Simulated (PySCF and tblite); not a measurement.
C3H7NO, numbered as in [CH3:1][CH2:2][C:3]([NH2:4])=[O:5].

Conformers came from 90 starts (ETKDG and KDG, MMFF94s, GFN2-xTB); geometries are PBE0-D3(BJ)/def2-SVP. Free energies are CAM-B3LYP-D3(BJ)/def2-TZVP single points with GFN2-xTB rigid-rotor and vibrational terms (modes under about 100 cm⁻¹ blended into free rotors). Symmetry numbers and mirror images are counted. Conformers within 3 kcal/mol (GFN2-xTB free energy) were kept, 8 at most. GIAO shieldings: B3LYP/pcSseg-2. Shifts are against TMS (¹H), TMS (¹³C), NH3 (¹⁵N) at the same level. Run with PySCF (density fitting) and tblite.

Torsions listed: C1–C2–C3–O5, O5–C3–N4–H4. Of a mirror pair one member is shown.

| conformer | shape | weight % | dipole D |
| --- | --- | --- | --- |
| 1 | 10°, 0° | 87.9 | 3.81 |
| 2 | 115°, 0° | 12.1 | 3.94 |

Question: How do the computed shifts compare with measured ones?

Answer: 
| nucleus | signal | leading conformer | average | measured | medium |
| --- | --- | --- | --- | --- | --- |
| ¹H | H1 | 1.08 | 1.09 | 1.13 | not stated per compound (mostly CDCl3 or CCl4) |
| ¹H | H2 | 2.12 | 2.12 | 2.23 | not stated per compound (mostly CDCl3 or CCl4) |
| ¹³C | C1 | 10.3 | 10.9 | 9.7 | not stated per compound (mostly CDCl3 or CCl4) |
| ¹³C | C2 | 30.5 | 31.2 | 29 | not stated per compound (mostly CDCl3 or CCl4) |

Measured values: Pretsch, Buehlmann, Badertscher, Structure Determination of Organic Compounds, 4th ed. (2009). Mean difference for ¹H: -0.07 ppm, scatter 0.04 ppm. Mean difference for ¹³C: 1.70 ppm, scatter 0.50 ppm. The computed shifts are unscaled and lack vibrational corrections.


¹⁵N shifts are against a computed isolated NH3 molecule, about 20 ppm from the liquid.